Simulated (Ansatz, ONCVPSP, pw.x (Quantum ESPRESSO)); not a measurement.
## What a changed setting does to a pw.x run (diamond As)

Potential: optimised norm-conserving Vanderbilt (ONCV), ONCVPSP 4.0.1, LDA (Perdew-Wang 92); core [Ar] 3d10, reference 4s2 4p3; waves: 4s: rc 1.50 bohr, ncon 3, nbas 6, qcut 4.2 1/bohr, 2 projectors, debl 2.5 Ha; 4p: rc 2.20 bohr, ncon 5, nbas 9, qcut 3.8 1/bohr, 2 projectors, debl 2.3 Ha; d scattering state at 0.19 Ha: rc 2.35 bohr, ncon 4, nbas 7, qcut 4 1/bohr, 2 projectors, debl 1.9 Ha; local part: polynomial inside 1.50 bohr (lpopt 5, dvloc0 1 Ha); core correction: Teter function, parameters optimised by the program.

The reference run (k-mesh 8³, cutoffs 85/340 Ry, Fermi–Dirac 0.01 Ry, mixing_beta 0.4, conv_thr 1e-9, no spin) gives -0.29 GPa at 26.580 Å³/atom, where all-electron LAPW gives 0.10 GPa. This run, with its own iteration cap, changes nbnd to 8.

```
&control
  calculation='scf', prefix='x', pseudo_dir='./', outdir='./tmp', tstress=.true., disk_io='none'
/
&system
  ibrav=0, nat=2, ntyp=1, ecutwfc=85, ecutrho=340, nbnd=8,
  occupations='smearing', smearing='fd', degauss=0.01
/
&electrons
  conv_thr=1e-09, mixing_beta=0.4, electron_maxstep=50
/
ATOMIC_SPECIES
As 1.0 As.UPF
CELL_PARAMETERS angstrom
  0.00000000 2.98436308 2.98436308
  2.98436308 0.00000000 2.98436308
  2.98436308 2.98436308 0.00000000
ATOMIC_POSITIONS crystal
As 0.0000 0.0000 0.0000
As 0.2500 0.2500 0.2500
K_POINTS automatic
8 8 8 0 0 0
```

```bash
pw.x < As.scf.in > As.scf.out
```

Task: How does the run end?

Result: It converges in 7 iterations; the free energy moves by +0.0 meV/atom and the pressure by +0.00 GPa. The result is that of the reference run.

```
Message from routine setup:
     using ibrav=0 with symmetry is DISCOURAGED, use correct ibrav instead
     lattice parameter (alat)  =       7.9756  a.u.
     unit-cell volume          =     358.7415 (a.u.)^3
     number of electrons       =        10.00
     number of Kohn-Sham states=            8
     kinetic-energy cutoff     =      85.0000  Ry
     charge density cutoff     =     340.0000  Ry
     scf convergence threshold =      1.0E-09
     Exchange-correlation= SLA  PW   NOGX NOGC
     number of k points=    29  Fermi-Dirac smearing, width (Ry)=  0.0100
     iteration #  1     ecut=    85.00 Ry     beta= 0.40
     total energy              =     -38.89470972 Ry
     estimated scf accuracy    <       0.01193337 Ry
     iteration #  2     ecut=    85.00 Ry     beta= 0.40
     total energy              =     -38.89370138 Ry
     estimated scf accuracy    <       0.00332668 Ry
     iteration #  3     ecut=    85.00 Ry     beta= 0.40
     total energy              =     -38.89392644 Ry
     estimated scf accuracy    <       0.00005930 Ry
     iteration #  4     ecut=    85.00 Ry     beta= 0.40
     total energy              =     -38.89394566 Ry
     estimated scf accuracy    <       0.00000302 Ry
     iteration #  5     ecut=    85.00 Ry     beta= 0.40
     total energy              =     -38.89394633 Ry
     estimated scf accuracy    <       0.00000013 Ry
     iteration #  6     ecut=    85.00 Ry     beta= 0.40
     total energy              =     -38.89394635 Ry
     estimated scf accuracy    <          2.1E-09 Ry
     iteration #  7     ecut=    85.00 Ry     beta= 0.40
     the Fermi energy is     4.9891 ev
!    total energy              =     -38.89394635 Ry
     estimated scf accuracy    <          4.9E-11 Ry
     smearing contrib. (-TS)   =      -0.00634276 Ry
     The total energy is F=E-TS. E is the sum of the following terms:
     one-electron contribution =       3.21317808 Ry
     hartree contribution      =       2.58879935 Ry
     xc contribution           =     -20.81035881 Ry
     ewald contribution        =     -23.87922220 Ry
     convergence has been achieved in   7 iterations
          total   stress  (Ry/bohr**3)                   (kbar)     P=       -2.93
     Message from routine punch:
     Nothing written, as per user request (disk_io='none')
```

The run took about 15 s on one core of a shared host (Intel(R) Xeon(R) Processor @ 2.60GHz, 24 threads, 32 GiB, load 5).
